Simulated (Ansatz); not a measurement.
Reaction (formal loss of a carbene): `CCOCCF` → `CCOCF` + `[CH2]` (triplet)

Computed with Ansatz on PBE0-D4/def2-TZVP structures; ΔE is electronic, products minus reactants. CCSD(T)/CBS is the MP2 limit (def2-TZVPP, def2-QZVPP) plus CCSD(T) − MP2 in def2-TZVPP, frozen cores. This one scheme is used for every species. Functionals use def2-TZVPP. Triplets are unrestricted, without spin–orbit coupling. Each species was taken in one conformer, which may not be the lowest.

```json
{"level": "PBE-D4", "ΔE (eV)": "4.22", "difference from CCSD(T)/CBS": "0.01"}
{"level": "r2SCANh-D4", "ΔE (eV)": "3.92", "difference from CCSD(T)/CBS": "-0.29"}
{"level": "CAM-B3LYP-D4", "ΔE (eV)": "4.17", "difference from CCSD(T)/CBS": "-0.04"}
{"level": "ωB97X-V", "ΔE (eV)": "4.31", "difference from CCSD(T)/CBS": "0.10"}
{"level": "ωB97M-V", "ΔE (eV)": "4.22", "difference from CCSD(T)/CBS": "0.01"}
{"level": "revPBE", "ΔE (eV)": "3.91", "difference from CCSD(T)/CBS": "-0.30"}
{"level": "r2SCAN", "ΔE (eV)": "3.91", "difference from CCSD(T)/CBS": "-0.30"}
{"level": "HF/def2-SVP", "ΔE (eV)": "2.80", "difference from CCSD(T)/CBS": "-1.41"}
{"level": "MP2/def2-SVP", "ΔE (eV)": "4.09", "difference from CCSD(T)/CBS": "-0.12"}
{"level": "HF/def2-TZVPP", "ΔE (eV)": "2.74", "difference from CCSD(T)/CBS": "-1.47"}
{"level": "SCS-MP2/def2-TZVPP", "ΔE (eV)": "4.22", "difference from CCSD(T)/CBS": "0.01"}
{"level": "CCSD/def2-TZVPP", "ΔE (eV)": "3.98", "difference from CCSD(T)/CBS": "-0.23"}
{"level": "CCSD(T)/def2-TZVPP", "ΔE (eV)": "4.08", "difference from CCSD(T)/CBS": "-0.13"}
{"level": "HF/def2-QZVPP", "ΔE (eV)": "2.74", "difference from CCSD(T)/CBS": "-1.47"}
{"level": "MP2/def2-QZVPP", "ΔE (eV)": "4.26", "difference from CCSD(T)/CBS": "0.05"}
{"level": "MP2/CBS(def2)", "ΔE (eV)": "4.32", "difference from CCSD(T)/CBS": "0.11"}
{"level": "CCSD(T)/CBS", "ΔE (eV)": "4.21", "difference from CCSD(T)/CBS": "0"}
```

Largest T1 diagnostic among the species: 0.011.

The D4 term adds +0.08 eV with B3LYP and +0.05 eV with PBE0; it sums over pairs of atoms, weighted by their polarisabilities, and B3LYP, whose exchange is more repulsive, gets the larger term. At CCSD(T), def2-SVP lies −0.18 eV from the extrapolated value and def2-TZVPP −0.13 eV. From PBE to PBE0 (25 % exact exchange), in def2-TZVPP and without D4, ΔE moves by −0.06 eV.

B3LYP here is the variant with VWN-RPA as its local correlation; programs differ in this.
